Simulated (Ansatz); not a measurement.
Complex (SMILES): F (HF) with F (HF), atoms 1 to 2 the first; geometry from NCB31 set, monomers rigid:
```xyz
4

F      1.3237    -0.0902     0.0000
H      1.7404     0.7334     0.0000
F     -1.4572     0.0193     0.0000
H     -0.5393    -0.0947     0.0001
```

The counterpoise-corrected interaction energy at MP2 with Ansatz (an electronic-structure program), in kcal/mol, split into its Hartree-Fock and correlation parts. Cores are frozen. No added dispersion term, no relativity. Functions are those of the species that has most. These sets lack the diffuse functions that weak bonds need.

```tsv
basis	X	functions	Hartree-Fock	MP2
cc-pVDZ	2	38	-4.24	-4.15
cc-pVTZ	3	88	-3.95	-4.22
cc-pVQZ	4	170	-3.93	-4.37
cc-pV5Z	5	292	-3.90	-4.41
```

Worked estimate of the basis-set limit from each neighbouring pair, with Hartree-Fock from the larger set and the correlation part extrapolated as X^-3.
Correlation parts: X = 2: 0.09, X = 3: -0.27, X = 4: -0.44, X = 5: -0.51.
- (2,3): (27·(-0.27) - 8·(0.09))/19 = -0.42; with Hartree-Fock -3.95 the estimate is -4.37 kcal/mol.
- (3,4): (64·(-0.44) - 27·(-0.27))/37 = -0.56; with Hartree-Fock -3.93 the estimate is -4.49 kcal/mol.
- (4,5): (125·(-0.51) - 64·(-0.44))/61 = -0.58; with Hartree-Fock -3.90 the estimate is -4.48 kcal/mol.
The last two estimates differ by 0.01 kcal/mol; the largest set lies 0.07 from the last. Over the last step Hartree-Fock moves by 0.03 and the correlation part by -0.07.
